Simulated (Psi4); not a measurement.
C3H7O, charge -1, singlet, at a GFN2-xTB geometry (a gas-phase anion, which may not be bound at this level); PBE0/STO-3G in Psi4.

The Psi4 input:
```
memory 2 GB

molecule mol {
-1 1
O     0.275249   -0.584207   -0.623035
C     0.094019    0.903338   -0.294032
C     1.024605   -1.203596    0.342290
C    -1.279346    1.022850    0.395882
H    -0.065096    1.311894   -1.335595
H     1.248775   -2.231603    0.010340
H     1.982234   -0.682047    0.532920
H     0.501825   -1.276230    1.317668
H    -2.141258    0.558954   -0.131568
H    -1.248100    0.571009    1.396632
H    -1.516041    2.086133    0.529044
}

set {
  basis sto-3g
  reference uks
}

energy('pbe0')
print_variables()
```

### Question
Write the output that Psi4 gives for this input, abridged.

### Answer

```
   => Loading Basis Set <=

    Name: STO-3G
    Role: ORBITAL
    Keyword: BASIS

         ---------------------------------------------------------
                                   SCF
               by Justin Turney, Rob Parrish, Andy Simmonett
                          and Daniel G. A. Smith
                              UKS Reference
         ---------------------------------------------------------

  ==> Geometry <==

    Molecular point group: c1
    Full point group: C1

    Geometry (in Angstrom), charge = -1, multiplicity = 1:

       Center              X                  Y                   Z               Mass
    ------------   -----------------  -----------------  -----------------  -----------------
         O            0.254477095522    -0.578576464694    -0.584116574934    15.994914619570
         C            0.073247095522     0.908968535306    -0.255113574934    12.000000000000
         C            1.003833095522    -1.197965464694     0.381208425066    12.000000000000
         C           -1.300117904478     1.028480535306     0.434800425066    12.000000000000
         H           -0.085867904478     1.317524535306    -1.296676574934     1.007825032230
         H            1.228003095522    -2.225972464694     0.049258425066     1.007825032230
         H            1.961462095522    -0.676416464694     0.571838425066     1.007825032230
         H            0.481053095522    -1.270599464694     1.356586425066     1.007825032230
         H           -2.162029904478     0.564584535306    -0.092649574934     1.007825032230
         H           -1.268871904478     0.576639535306     1.435550425066     1.007825032230
         H           -1.536812904478     2.091763535306     0.567962425066     1.007825032230

  Running in c1 symmetry.

  Rotational constants: A =      0.61598  B =      0.16020  C =      0.14748 [cm^-1]
  Rotational constants: A =  18466.61884  B =   4802.53046  C =   4421.34516 [MHz]
  Nuclear repulsion =  123.844098801068156

  Charge       = -1
  Multiplicity = 1
  Electrons    = 34
  Nalpha       = 17
  Nbeta        = 17

  ==> Algorithm <==

  SCF Algorithm Type is DF.
  DIIS enabled.
  MOM disabled.
  Fractional occupation disabled.
  Guess Type is SAD.
  Energy threshold   = 1.00e-06
  Density threshold  = 1.00e-06
  Integral threshold = 1.00e-12

  ==> Primary Basis <==

  Basis Set: STO-3G
    Blend: STO-3G
    Number of shells: 19
    Number of basis functions: 27
    Number of Cartesian functions: 27
    Spherical Harmonics?: true
    Max angular momentum: 1

  ==> DFT Potential <==

   => LibXC <=

    Version 7.1.2
    S. Lehtola, C. Steigemann, M. J. T. Oliveira, and M. A. L. Marques,  SoftwareX 7, 1–5 (2018) (10.1016/j.softx.2017.11.002)

   => Composite Functional: PBE0 <=

    PBE0 Hyb-GGA Exchange-Correlation Functional

    C. Adamo and V. Barone,  J. Chem. Phys. 110, 6158 (1999) (10.1063/1.478522)
    M. Ernzerhof and G. E. Scuseria,  J. Chem. Phys. 110, 5029 (1999) (10.1063/1.478401)

    Deriv               =              1
    GGA                 =           TRUE
    Meta                =          FALSE

    Exchange Hybrid     =           TRUE
    MP2 Hybrid          =          FALSE

   => Exchange Functionals <=

    0.7500   Perdew, Burke & Ernzerhof

   => Exact (HF) Exchange <=

    0.2500               HF

   => Correlation Functionals <=

    1.0000   Perdew, Burke & Ernzerhof

   => LibXC Density Thresholds  <==

    XC_HYB_GGA_XC_PBEH:  1.00E-15

   => Molecular Quadrature <=

    Radial Scheme          =       TREUTLER
    Pruning Scheme         =           NONE
    Nuclear Scheme         =       TREUTLER

    Blocking Scheme        =         OCTREE
    BS radius alpha        =              1
    Pruning alpha          =              1
    Radial Points          =             75
    Spherical Points       =            302
    Total Points           =         234793
    Total Blocks           =           1810
    Max Points             =            256
[...]
  Reciprocal condition number of the overlap matrix is 9.6062002176E-02.
    Using symmetric orthogonalization.

  ==> Pre-Iterations <==

  SCF Guess: Superposition of Atomic Densities via on-the-fly atomic UHF (no occupation information).

   -------------------------
    Irrep   Nso     Nmo
   -------------------------
     A         27      27
   -------------------------
    Total      27      27
   -------------------------

  ==> Iterations <==

                           Total Energy        Delta E     RMS |[F,P]|

   @DF-UKS iter SAD:  -188.56708833910352   -1.88567e+02   0.00000e+00
   @DF-UKS iter   1:  -190.79066085331254   -2.22357e+00   9.19762e-03 ADIIS/DIIS
   @DF-UKS iter   2:  -190.81406994116355   -2.34091e-02   7.29982e-03 ADIIS/DIIS
   @DF-UKS iter   3:  -190.83976919711023   -2.56993e-02   9.90573e-04 ADIIS/DIIS
   @DF-UKS iter   4:  -190.84015654794834   -3.87351e-04   3.09904e-04 ADIIS/DIIS
   @DF-UKS iter   5:  -190.84020088024215   -4.43323e-05   5.03712e-05 DIIS
   @DF-UKS iter   6:  -190.84020208862853   -1.20839e-06   8.02578e-06 DIIS
   @DF-UKS iter   7:  -190.84020212398246   -3.53539e-08   1.36508e-06 DIIS
   @DF-UKS iter   8:  -190.84020212485063   -8.68170e-10   4.68258e-07 DIIS
  Energy and wave function converged.

  ==> Post-Iterations <==

   Electrons on quadrature grid:
      Nalpha   =   16.9999887790 ; deviation = -1.122e-05
      Nbeta    =   16.9999887790 ; deviation = -1.122e-05
      Ntotal   =   33.9999775580 ; deviation = -2.244e-05

   @Spin Contamination Metric:   3.197442311E-14
   @S^2 Expected:                0.000000000E+00
   @S^2 Observed:                3.197442311E-14
   @S   Expected:                0.000000000E+00
   @S   Observed:                0.000000000E+00

    Orbital Energies [Eh]
    ---------------------

    Alpha Occupied:

[...]
    Alpha Virtual:

[...]
      27A      0.844617

    Beta Occupied:

[...]
    Beta Virtual:

[...]
      27A      0.844617

    Final Occupation by Irrep:
              A
    DOCC [    17 ]
    SOCC [     0 ]
    NA   [    17 ]
    NB   [    17 ]

  @DF-UKS Final Energy:  -190.84020212485063

   => Energetics <=

    Nuclear Repulsion Energy =            123.8440988010681565
    One-Electron Energy =                -514.6231976411796722
    Two-Electron Energy =                 221.0428513443874579
    DFT Exchange-Correlation Energy =     -21.1039546291266191
    Empirical Dispersion Energy =           0.0000000000000000
    VV10 Nonlocal Energy =                  0.0000000000000000
    Total Energy =                       -190.8402021248506344

  UHF NO Occupations:
  HONO-2 :   15  A 2.0000000
  HONO-1 :   16  A 2.0000000
  HONO-0 :   17  A 2.0000000
  LUNO+0 :   18  A 0.0000000
  LUNO+1 :   19  A 0.0000000
  LUNO+2 :   20  A 0.0000000
  LUNO+3 :   21  A 0.0000000

Computation Completed

Properties will be evaluated at   0.000000,   0.000000,   0.000000 [a0]

Properties computed using the SCF density matrix

 Multipole Moments:

 ------------------------------------------------------------------------------------
     Multipole            Electronic (a.u.)      Nuclear  (a.u.)        Total (a.u.)
 ------------------------------------------------------------------------------------

 L = 1.  Multiply by 2.5417464519 to convert [e a0] to [Debye]
 Dipole X            :          1.1787934           -1.2953578           -0.1165645
 Dipole Y            :         -1.3395198            0.3511369           -0.9883829
 Dipole Z            :         -2.0663158            2.4269923            0.3606766
 Magnitude           :                                                    1.0585725

 ------------------------------------------------------------------------------------

  Variable Map:
  ----------------------------------------------------------------------------
[...]
  Array Variable Map:
  ----------------------------------------------------------------------------
[...]
[...]
```
